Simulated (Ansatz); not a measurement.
# C₃H₆F₂: a ladder of functionals and wavefunction methods

One table from this session's results is given with a row withheld; the runs are named, their logs left out.

Computed with Ansatz 0.2.0, Gaussian basis. Level: functionals in def2-TZVPP, the program's frozen cores in correlated methods.

The runs, in order: PBE-D4, r2SCAN-D4, PBE0-D4, B3LYP-D4, ωB97X-V, ωB97M-V, B2PLYP; CCSD(T)/def2-TZVPP; MP2/def2-QZVPP; extrapolation to the limit.

### The relaxed structure

All runs share one geometry, relaxed beforehand with PBE0-D4 in a triple-zeta def2 set.

SMILES `FCCCF`, 11 atoms, charge 0, spin multiplicity 1.

Atoms are counted from 1 here; the program's logs count them from 0.

Bond lengths: F1–C2 1.383 Å, C2–C3 1.509 Å, C2–H6 1.096 Å, C2–H7 1.093 Å, C3–C4 1.507 Å, C3–H8 1.094 Å, C3–H9 1.095 Å, C4–F5 1.386 Å, C4–H10 1.095 Å, C4–H11 1.093 Å. Angles: F1–C2–C3 109.8°, F1–C2–H6 107.7°, F1–C2–H7 107.9°, C3–C2–H6 111.1°, C3–C2–H7 111.3°, H6–C2–H7 108.9°, C2–C3–C4 112.4°, C2–C3–H8 109.6°, C2–C3–H9 109.3°, C4–C3–H8 109.6°, C4–C3–H9 108.4°, H8–C3–H9 107.4°, C3–C4–F5 110.3°, C3–C4–H10 111.6°, C3–C4–H11 111.0°, F5–C4–H10 107.3°, F5–C4–H11 107.7°, H10–C4–H11 108.8°.

Set-up of the first run:

in.yaml reads:

```yaml
crystal:
  periodic: [false, false, false]
  atoms:
    - {symbol: F, position_ang: [-1.964377, 1.432691, -0.107056]}
    - {symbol: C, position_ang: [-0.715263, 1.000665, 0.300635]}
    - {symbol: C, position_ang: [-0.375011, -0.298791, -0.387766]}
    - {symbol: C, position_ang: [0.967538, -0.838170, 0.034687]}
    - {symbol: F, position_ang: [1.975610, 0.040193, -0.331163]}
    - {symbol: H, position_ang: [-0.744476, 0.875345, 1.388561]}
    - {symbol: H, position_ang: [0.007969, 1.781786, 0.054105]}
    - {symbol: H, position_ang: [-0.388201, -0.154340, -1.471603]}
    - {symbol: H, position_ang: [-1.138089, -1.046217, -0.147132]}
    - {symbol: H, position_ang: [1.026176, -0.968133, 1.120772]}
    - {symbol: H, position_ang: [1.173424, -1.798026, -0.445942]}
basis:
  gaussian: {orbitals: def2-TZVPP}
hamiltonian: {xc: pbe, dispersion: d4}
output: {forces: true, orbitals: {seedname: orbitals}}
```

Steps of the session up to this table: PBE-D4 (GGA); r2SCAN-D4 (meta-GGA); PBE0-D4 (hybrid); B3LYP-D4 (hybrid); ωB97X-V (range-separated); ωB97M-V (range-separated); B2PLYP (double hybrid); CCSD(T) in def2-TZVPP; MP2 in def2-QZVPP.

One table of the session follows, with a row left open; its other results are not shown here.

It belongs to the step «Atomisation energies». 

```
            method  atomisation energy (eV)
            PBE-D4                   45.424
         r2SCAN-D4                   44.418
           PBE0-D4                   44.539
          B3LYP-D4                   44.284
           ωB97X-V                   44.410
           ωB97M-V                   44.434
            B2PLYP                   43.914
     HF/def2-TZVPP                   32.691
    MP2/def2-TZVPP                   44.095
   CCSD/def2-TZVPP                   42.704
CCSD(T)/def2-TZVPP                   43.298
           MP2/CBS                   45.120
       CCSD(T)/CBS                        ?
```

Q: Estimate the row for CCSD(T)/CBS from the others.

The run gave: atomisation energy (eV): 44.323. In the column «atomisation energy (eV)» it lies between B3LYP-D4 (44.284) and ωB97X-V (44.410).
